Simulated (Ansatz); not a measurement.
Process, species as SMILES: C=CF → [CH]=C (CH-CH2) + F atom
B3LYP-D3(BJ)/def2-TZVP geometries, fixed; electronic energies without zero-point terms.

Effect of a fitting basis named in the input at MP2/aug-cc-pVTZ with Ansatz (an electronic-structure program), against the last row, where the bond dissociation energy is 138.54 kcal/mol. Cores are frozen. An unrestricted Hartree-Fock determinant is markedly spin-contaminated. Open shells are unrestricted. The default fits or decomposes integrals by the program's own choice; accuracy: high also tightens integrals, grids and stops.

```json
[
 {"setting": "fitting: def2-universal-jkfit and def2-SVP-RIFIT", "largest shift of a total energy (mEh)": "-3.786", "shift of the bond dissociation energy (kcal/mol)": "-0.203"},
 {"setting": "fitting: def2-universal-jkfit and cc-pVDZ-RIFIT", "largest shift of a total energy (mEh)": "-2.185", "shift of the bond dissociation energy (kcal/mol)": "0.063"},
 {"setting": "fitting: def2-universal-jkfit and cc-pVTZ-RIFIT", "largest shift of a total energy (mEh)": "-0.123", "shift of the bond dissociation energy (kcal/mol)": "-0.051"},
 {"setting": "fitting: def2-universal-jkfit and aug-cc-pVTZ-RIFIT", "largest shift of a total energy (mEh)": "0.193", "shift of the bond dissociation energy (kcal/mol)": "-0.029"},
 {"setting": "fitting: def2-universal-jkfit and cc-pVQZ-RIFIT", "largest shift of a total energy (mEh)": "0.178", "shift of the bond dissociation energy (kcal/mol)": "-0.021"},
 {"setting": "fitting: def2-universal-jkfit and aug-cc-pVQZ-RIFIT", "largest shift of a total energy (mEh)": "0.159", "shift of the bond dissociation energy (kcal/mol)": "-0.024"},
 {"setting": "accuracy: high", "largest shift of a total energy (mEh)": "-0.001", "shift of the bond dissociation energy (kcal/mol)": "0.000"},
 {"setting": "accuracy: medium (default)", "largest shift of a total energy (mEh)": "0.000", "shift of the bond dissociation energy (kcal/mol)": "0.000"}
]
```

Within 0.05 kcal/mol in the bond dissociation energy: fitting: def2-universal-jkfit and aug-cc-pVTZ-RIFIT; fitting: def2-universal-jkfit and cc-pVQZ-RIFIT; fitting: def2-universal-jkfit and aug-cc-pVQZ-RIFIT; accuracy: high. The largest shift is 3.786 mEh in a total energy and 0.203 kcal/mol in the difference.
